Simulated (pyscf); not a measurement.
# Four-centre exchange: F–B(F)–F (SMILES FB(F)F) + CH₄ (SMILES C) → HF (SMILES F) + H₃C–B(F)–F (SMILES CB(F)F)

Gas phase, singlet surface, charge 0. Bonds broken: F1–B2, C5–H6. Bonds formed: F1–H6, B2–C5. PySCF, gas phase, ωB97X-D3(BJ)/def2-SVP geometries. Correlated levels are frozen-core, on RHF or UHF. ΔMP2 is the change of the MP2 total energy from the triple- to the quadruple-zeta basis.

Transition state (Å):

```xyz
9

F      1.0679     0.6703     0.5733
B     -0.2149     0.3085    -0.3302
F     -0.4319     1.3474    -1.1532
F     -0.0388    -0.9055    -0.8693
C     -1.3174     0.2622     1.0065
H      0.0514     0.5907     1.1094
H     -2.1856     0.4194     0.3485
H     -1.3976    -0.7241     1.4818
H     -1.4126     1.0600     1.7654
```

One imaginary mode, 1243i cm⁻¹; descent along it reached the two sides named.

```csv
bond,change,reactant side (Å),saddle,product side
F1–B2,breaks,1.317,1.610,2.391
C5–H6,breaks,1.100,1.411,2.8
F1–H6,forms,2.7,1.152,0.926
B2–C5,forms,3.1,1.733,1.570
```

Electronic energies relative to the separated reactants (kcal/mol):

| level | barrier | reaction energy | reverse barrier |
|---|---|---|---|
| ωB97X-D3(BJ)/def2-TZVP | 57.5 | +31.4 | 26.1 |
| PBE/def2-TZVP | 50.9 | +31.3 | 19.6 |
| r²SCAN/def2-TZVP | 53.7 | +33.5 | 20.2 |
| B3LYP-D3(BJ)/def2-TZVP | 59.4 | +32.9 | 26.5 |
| PBE0-D3(BJ)/def2-TZVP | 53.7 | +31.2 | 22.6 |
| M06-2X/def2-TZVP | 58.2 | +33.9 | 24.2 |
| ωB97M-D3(BJ)/def2-TZVP | 57.4 | +32.1 | 25.3 |
| HF/def2-TZVP | 81.9 | +36.8 | 45.1 |
| MP2/def2-QZVPP | 57.8 | +30.4 | 27.4 |
| CCSD/def2-TZVPP | 62.8 | +31.8 | 31.0 |
| CCSD(T)/def2-TZVPP | 59.5 | +31.4 | 28.1 |
| CCSD(T)/def2-TZVPP + ΔMP2(QZVPP) | 59.6 | +30.6 | 28.9 |

With CCSD(T)/def2-TZVPP + ΔMP2(QZVPP) energies and thermal terms (ideal gas, 1 atm, RRHO with modes under 100 cm⁻¹ raised to 100, one conformer, R ln 2 for rigid chiral ones), in kcal/mol:

```csv
T (K),ΔH‡,ΔG‡,ΔH,ΔG
298,57.4,66.5,+30.1,+28.4
600,58.1,75.6,+30.9,+26.4
900,59.0,84.1,+31.6,+24.0
1200,59.9,92.3,+32.1,+21.4
```

This is the saddle that the search found; another between the same sides may lie lower. The CCSD(T) − MP2 part came from Ansatz, without density fitting, on the same reference.
